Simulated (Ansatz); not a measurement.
**SiH3 (doublet): wave-function methods side by side at distance H1–H2 along a hydrogen transfer = 0.793 Å, 6-31G**

How much of the correlation energy of SiH3 (doublet) does each wave-function method recover here?

Computed with Ansatz 0.2.0, Gaussian basis. Level: 6-31G, core rule «outside noble gas», up to 5 orbitals frozen.

The runs, in order: UHF; CCSD(T) on ROHF; CCSD(T) on UHF; BCCD(T) on ROHF; CISD; CCSDT(Q) on ROHF; CCSDT(Q) on UHF; CISDTQ; CCSDTQ on ROHF; CCSDTQ on UHF; CASSCF and MRCISD+Q, 3 electrons in 3 orbitals; CASSCF and NEVPT2, 3 electrons in 3 orbitals; CASSCF and MRCISD+Q, 7 electrons in 7 orbitals; CASSCF and NEVPT2, 7 electrons in 7 orbitals; Full CI.

11 further runs of the same task are left out: 1 that didn't finish, 10 set aside as unsound or not needed.

## 1. The system

The geometry derives from fragments relaxed apart (PBE0/def2-TZVP) and kept rigid, so it is no stationary point. A hydrogen atom is moved between rigid fragments.

4 atoms, charge 0, spin multiplicity 2.

Atoms are counted from 1 here; the program's logs count them from 0.

Bond lengths: H1–H2 0.793 Å, Si3–H4 1.532 Å.

Geometry (Å):

```
H    -2.39898    0.04794    0.00000
H    -1.60598    0.04794    0.00000
Si    0.12502    0.04794    0.00000
H     0.52145   -1.43158    0.00000
```

## 2. UHF

The input, in.yaml:

```yaml
crystal:
  periodic: [false, false, false]
  atoms:
    - {symbol: H, position_ang: [-2.398983, 0.047936, 0.000000]}
    - {symbol: H, position_ang: [-1.605983, 0.047936, 0.000000]}
    - {symbol: Si, position_ang: [0.125017, 0.047936, 0.000000]}
    - {symbol: H, position_ang: [0.521452, -1.431577, 0.000000]}
basis:
  gaussian: {orbitals: 6-31G}
magnetization: {spin_polarized: true, initial_magnetization: 1}
hamiltonian: {xc: hf}
output: {orbitals: {seedname: orbitals}}
```

Launch:

```sh
$ ansatz run in.yaml --threads 1 --pin off --events-out ev --progress --plain --max-ram 2393MiB
```

After this run come: CCSD(T) on ROHF; CCSD(T) on UHF; BCCD(T) on ROHF; CISD; CCSDT(Q) on ROHF; CCSDT(Q) on UHF; CISDTQ; CCSDTQ on ROHF; CCSDTQ on UHF; CASSCF and MRCISD+Q, 3 electrons in 3 orbitals; CASSCF and NEVPT2, 3 electrons in 3 orbitals; CASSCF and MRCISD+Q, 7 electrons in 7 orbitals; CASSCF and NEVPT2, 7 electrons in 7 orbitals; Full CI.

**Question.** What will the summary of the whole plan be? Wanted: FCI below the RHF energy; RMP2 from FCI; UMP2 from FCI; RCCSD from FCI; RCCSD(T) from FCI; UCCSD(T) from FCI; RCCSDT(Q) from FCI; UCCSDT(Q) from FCI; NEVPT2 pair from FCI.

The runs gave:

| quantity | value |
| --- | --- |
| FCI below the RHF energy | -2.0841 eV |
| RMP2 from FCI | +62.7 kJ/mol |
| UMP2 from FCI | +62.3 kJ/mol |
| RCCSD from FCI | +2.7 kJ/mol |
| RCCSD(T) from FCI | +0.9 kJ/mol |
| UCCSD(T) from FCI | +0.9 kJ/mol |
| RCCSDT(Q) from FCI | 0.0 kJ/mol |
| UCCSDT(Q) from FCI | 0.0 kJ/mol |
| NEVPT2 pair from FCI | +53.6 kJ/mol |
| MRCISD+Q pair from FCI | -1.6 kJ/mol |
| NEVPT2 valence from FCI | +19.8 kJ/mol |
| levels within 1 kcal/mol (43 meV) | RCCSD, UCCSD, RCCSD(T), UCCSD(T), BCCD(T), RCCSDT, UCCSDT, CISDTQ, RCCSDT(Q), UCCSDT(Q), RCCSDTQ, UCCSDTQ, MRCISD+Q pair, MRCISD valence, MRCISD+Q valence |
| T1 diagnostic | 0.017 |
| effectively unpaired electrons | 1.05 |

In words: RCCSD(T) lands +0.9 kJ/mol from the yardstick (0.4 % of the correlation energy). MRCISD+Q pair falls below full CI: the +Q correction isn't variational, and the cores differ from full CI's. One determinant dominates. Of the multireference levels listed MRCISD+Q valence comes nearest in total energy (+1.1 kJ/mol), which doesn't show that its space is the better one. These misses are within one basis, not against nature; the frozen cores of restricted and unrestricted runs differ, which can shift their rows.
